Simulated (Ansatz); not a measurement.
C$_{3}$H$_{4}$FN, SMILES `NC1=C(F)C1`, relaxed with RKS PBE-D4/def2-SVP in the Gaussian-basis code of Ansatz from a rough embedded geometry. The force threshold is 0.03 eV/Å; the program also tests the step.

Charge 0, multiplicity 1.

Start:

```xyz
9

N     0.211    0.966   -0.940
C     0.596    0.083   -0.058
C     0.064   -1.104    0.149
F    -0.900   -1.641   -0.611
C    -0.057   -0.154    1.199
H     1.002    1.199   -1.642
H    -0.557    0.653   -1.529
H    -0.999    0.250    1.347
H     0.640   -0.252    2.085
```

```csv
step,energy (eV),largest force (eV/Å),largest move (Å)
1,-7364.5788,5.304,0.000
2,-7365.5538,2.200,0.198
3,-7365.9201,0.870,0.196
4,-7366.1703,0.850,0.198
5,-7366.3232,0.766,0.196
6,-7366.3746,0.864,0.195
7 (rejected),-7366.3413,1.348,0.200
8,-7366.4503,0.151,0.099
9 (rejected),-7366.4434,0.437,0.100
10,-7366.4596,0.130,0.049
11,-7366.4620,0.129,0.050
12,-7366.4625,0.132,0.013
13,-7366.4626,0.081,0.011
14,-7366.4628,0.012,0.005
```

End:

```xyz
9

N     0.195    1.028   -1.241
C     0.018    0.036   -0.315
C    -0.387   -1.127    0.135
F    -0.988   -2.293   -0.100
C    -0.044   -0.158    1.208
H     0.961    1.677   -1.043
H     0.187    0.723   -2.217
H    -0.844    0.370    1.784
H     0.902   -0.257    1.789
```

Hardware: 2 threads of an Arm Neoverse V2 on a shared host. Wall time 19 s, peak host memory 0.15 GiB.
